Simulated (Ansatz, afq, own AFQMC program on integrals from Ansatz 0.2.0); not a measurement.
**Te, quintet: AFQMC among the cluster methods**

A free Te atom.

Basis def2-SVP with its core potentials. Only valence electrons are correlated. Ansatz 0.2.0 and our own AFQMC program on the same integrals; the CISD trial comes from CCSD amplitudes, and released means the phaseless constraint is let go. Free projection: walkers drawn from exp(T), propagated without any constraint. Its projection time is finite, and what remains of the start isn't in its error. ± is one standard error of the sampling. No spin–orbit coupling.

Determinant: UHF, the one that the program's search chose, which needn't be the lowest solution.

Full CI on the same integrals is exact in this basis and with this determinant's frozen core.

Cautions: no spin-orbit coupling; inner d shell frozen; another spin lies lower (by 9.42 eV); in this basis the state lies above a state of the ion, a sign that the basis lacks the diffuse functions it needs, so its energy is an artefact of the basis; CCSDTQ on the ROHF determinant differs (29 meV higher), by its state or its frozen core.

The T1 diagnostic is 0.0016, the weight of the determinant in the CISD state is 0.938 and the ⟨S²⟩ of the determinant is 6.001. The size of the correlated space is 6 electrons in 17 orbitals.

Reference: full CI, correlation energy -2.179 eV. The released energy is read at 2.40 1/Eh (meV from the phaseless value at times in 1/Eh: -0.4 ± 1.0 at 0.24, -0.6 ± 0.9 at 0.51, -1.4 ± 0.6 at 0.99, -2.1 ± 0.5 at 1.62, -2.7 ± 0.5 at 2.40).

| level | E − E(reference) (mEh) | share of correlation (%) |
| --- | --- | --- |
| HF | 80.09 | 0.00 |
| MP2 | 15.08 | 81.18 |
| CCSD | 1.56 | 98.05 |
| CCSD(T) | 0.46 | 99.42 |
| CCSDT | 0.23 | 99.71 |
| CCSDT(Q) | 0.05 | 99.94 |
| CCSDTQ | 0.00 | 99.99 |
| ph-AFQMC/HF | 0.32 ± 0.70 | 99.61 |
| ph-AFQMC/CISD | 0.07 ± 0.05 | 99.91 |
| released AFQMC | -0.03 ± 0.02 | 100.04 |
| free AFQMC | -0.03 ± 0.02 | 100.04 |

CCSDT and higher add their correlation energy to the determinant of the CCSD(T) run, since their own runs factorise the integrals more tightly (a shift of under 2 meV). Free projections are given only where their last times agree within the noise and don't stop above the reference; a slow remainder of the start can still hide under it. A walk keeps the symmetry of its determinant, which the program's search chose and which needn't be the lowest solution, so a lower state of the same spin and another symmetry isn't excluded. Released energies are given only where the last usable release times agree within the noise; a slower fall can still hide under it.
